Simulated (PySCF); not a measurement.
A run for PySCF: R-M06-2X/def2-TZVPPD on C6H6 (SMILES c1ccccc1) with ghost functions.

```python
from pyscf import gto, dft

mol = gto.M(
    atom='''
    C    -0.73928100    0.51587850   -1.20710790
    C    -1.42614420    0.39654550    0.00000000
    C    -0.73928100    0.51587850    1.20710790
    C     0.63422690    0.75463980    1.20707350
    C     1.32104340    0.87375660    0.00000000
    C     0.63422690    0.75463980   -1.20707350
    H    -1.27194950    0.42063160   -2.14328940
    H    -2.49022050    0.20523810    0.00000000
    H    -1.27194950    0.42063160    2.14328940
    H     1.16680050    0.84748850    2.14369500
    H     2.38635850    1.05963120    0.00000000
    H     1.16680050    0.84748850   -2.14369500
    ghost-N    0.18039300   -2.94912310    0.00000000
    ghost-H    0.75954950   -3.14594770   -0.80607290
    ghost-H    0.75954950   -3.14594770    0.80607290
    ghost-H    0.04441670   -1.94493990    0.00000000
    ''',
    basis='def2-tzvppd',
    charge=0, spin=0, verbose=4, max_memory=1800)
mf = dft.RKS(mol, xc='m062x').density_fit(auxbasis='def2-universal-jkfit')
mf.grids.level = 4
mf.conv_tol = 1e-9
mf.max_cycle = 150
mf.kernel()
mf.dip_moment()
```

The log:

```
PySCF version 2.14.0

[INPUT] verbose = 4
[INPUT] num. atoms = 16
[INPUT] num. electrons = 42
[INPUT] charge = 0
[INPUT] spin (= nelec alpha-beta = 2S) = 0
[INPUT] symmetry False subgroup None
[INPUT] Mole.unit = angstrom
[INPUT] Symbol           X                Y                Z      unit          X                Y                Z       unit  Magmom
[INPUT]  1 C     -0.739281000000   0.515878500000  -1.207107900000 AA   -1.397038619095   0.974869078551  -2.281103333799 Bohr   0.0
[INPUT]  2 C     -1.426144200000   0.396545500000   0.000000000000 AA   -2.695021952137   0.749362390929   0.000000000000 Bohr   0.0
[INPUT]  3 C     -0.739281000000   0.515878500000   1.207107900000 AA   -1.397038619095   0.974869078551   2.281103333799 Bohr   0.0
[INPUT]  4 C      0.634226900000   0.754639800000   1.207073500000 AA    1.198515141832   1.426062544697   2.281038327220 Bohr   0.0
[INPUT]  5 C      1.321043400000   0.873756600000   0.000000000000 AA    2.496410224664   1.651160673531   0.000000000000 Bohr   0.0
[INPUT]  6 C      0.634226900000   0.754639800000  -1.207073500000 AA    1.198515141832   1.426062544697  -2.281038327220 Bohr   0.0
[INPUT]  7 H     -1.271949500000   0.420631600000  -2.143289400000 AA   -2.403636199277   0.794878523338  -4.050229971683 Bohr   0.0
[INPUT]  8 H     -2.490220500000   0.205238100000   0.000000000000 AA   -4.705834734777   0.387843799326   0.000000000000 Bohr   0.0
[INPUT]  9 H     -1.271949500000   0.420631600000   2.143289400000 AA   -2.403636199277   0.794878523338   4.050229971683 Bohr   0.0
[INPUT] 10 H      1.166800500000   0.847488500000   2.143695000000 AA    2.204933387006   1.601521158718   4.050996444600 Bohr   0.0
[INPUT] 11 H      2.386358500000   1.059631200000   0.000000000000 AA    4.509564000028   2.002412761044   0.000000000000 Bohr   0.0
[INPUT] 12 H      1.166800500000   0.847488500000  -2.143695000000 AA    2.204933387006   1.601521158718  -4.050996444600 Bohr   0.0
[INPUT] 13 GHOST-N   0.180393000000  -2.949123100000   0.000000000000 AA    0.340893364789  -5.573034966628   0.000000000000 Bohr   0.0
[INPUT] 14 GHOST-H   0.759549500000  -3.145947700000  -0.806072900000 AA    1.435340533050  -5.944979555205  -1.523257017434 Bohr   0.0
[INPUT] 15 GHOST-H   0.759549500000  -3.145947700000   0.806072900000 AA    1.435340533050  -5.944979555205   1.523257017434 Bohr   0.0
[INPUT] 16 GHOST-H   0.044416700000  -1.944939900000   0.000000000000 AA    0.083935398357  -3.675403739739   0.000000000000 Bohr   0.0

nuclear repulsion = 203.672753707314
number of shells = 154
number of NR pGTOs = 535
number of NR cGTOs = 412
basis = def2-tzvppd
ecp = {}


******** <class 'pyscf.df.df_jk.DFRKS'> ********
method = DFRKS
initial guess = minao
damping factor = 0
level_shift factor = 0
DIIS = <class 'pyscf.scf.diis.CDIIS'>
diis_start_cycle = 1
diis_space = 8
diis_damp = 0
SCF conv_tol = 1e-09
SCF conv_tol_grad = None
SCF max_cycles = 150
direct_scf = False
XC library pyscf.dft.libxc version 7.1.2
    S. Lehtola, C. Steigemann, M. J. T. Oliveira, and M. A. L. Marques,  SoftwareX 7, 1–5 (2018)
XC functionals = m062x
    Y. Zhao and D. G. Truhlar,  Theor. Chem. Acc. 120, 215 (2008)
    Y. Zhao and D. G. Truhlar,  Theor. Chem. Acc. 120, 215 (2008)
radial grids:
    Treutler-Ahlrichs [JCP 102, 346 (1995); DOI:10.1063/1.469408] (M4) radial grids

becke partition: Becke, JCP 88, 2547 (1988); DOI:10.1063/1.454033
pruning grids: <function nwchem_prune>
grids dens level: 4
symmetrized grids: False
atomic radii adjust function: <function treutler_atomic_radii_adjust>
small_rho_cutoff = 0
Set gradient conv threshold to 3.16228e-05
Initial guess from minao.
tot grids = 340896
******** <class 'pyscf.df.df.DF'> ********
auxbasis = def2-universal-jkfit
init E= -233.451202866027

WARN: 2 small eigenvectors of overlap matrix removed because of linear dependency between AOs.


  HOMO = -0.292587370758329  LUMO = -0.0575353039512057  gap/eV = 6.39609
cycle= 1 E= -232.203140634492  delta_E= 1.25  |g|= 0.294  |ddm|= 3.66
  HOMO = -0.275920287114446  LUMO = 0.0196389285142899  gap/eV = 8.04258
cycle= 2 E= -232.217015041115  delta_E= -0.0139  |g|= 0.198  |ddm|= 1.14
  HOMO = -0.315865808264395  LUMO = 0.013476028119231  gap/eV = 8.96185
cycle= 3 E= -232.226842779899  delta_E= -0.00983  |g|= 0.0456  |ddm|= 0.572
  HOMO = -0.309431063629005  LUMO = 0.0169816867098692  gap/eV = 8.88214
cycle= 4 E= -232.227356920469  delta_E= -0.000514  |g|= 0.00352  |ddm|= 0.112
  HOMO = -0.308828302915454  LUMO = 0.0170536066200754  gap/eV = 8.86770
cycle= 5 E= -232.227359989826  delta_E= -3.07e-06  |g|= 0.000669  |ddm|= 0.0229
  HOMO = -0.308836366005634  LUMO = 0.0170501332045937  gap/eV = 8.86782
cycle= 6 E= -232.227360088412  delta_E= -9.86e-08  |g|= 7.06e-05  |ddm|= 0.00295
  HOMO = -0.308838636352891  LUMO = 0.0170501468142803  gap/eV = 8.86789
cycle= 7 E= -232.227360088332  delta_E= 8.09e-11  |g|= 7.89e-05  |ddm|= 0.000601
  HOMO = -0.308838251521022  LUMO = 0.017050209031095  gap/eV = 8.86788
cycle= 8 E= -232.227360090047  delta_E= -1.72e-09  |g|= 3.67e-06  |ddm|= 0.00011
  HOMO = -0.308837888783968  LUMO = 0.0170502432184477  gap/eV = 8.86787
cycle= 9 E= -232.227360090053  delta_E= -5.34e-12  |g|= 1.62e-06  |ddm|= 4.2e-05
  HOMO = -0.308838122239116  LUMO = 0.0170502468138314  gap/eV = 8.86787
Extra cycle  E= -232.227360090054  delta_E= -7.96e-13  |g|= 1.76e-06  |ddm|= 5.17e-06
converged SCF energy = -232.227360090054
Dipole moment(X, Y, Z, Debye): -0.00016, -0.00216, -0.00000
```

Self-consistency was reached.

Cost: roughly 2.9 core-minutes.
